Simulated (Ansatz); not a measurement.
## hcp Y

These are LDA in Ansatz (plane waves, PAW) values and carry that method's errors.

Settings: plane-wave cutoff 520 eV, 16×16×10 k mesh (along the axes of the cell as run), Fermi–Dirac smearing 0.1 eV, perturbation theory, force constants from a 4×4×2 q mesh, scalar-relativistic PAW data made under PBE.

Cell: relaxed at this level.

For hcp Y, the zero-point energy is 0.020 eV/atom.

The result took about 14 core-minutes (a rough figure).

Ansatz is an electronic-structure program.
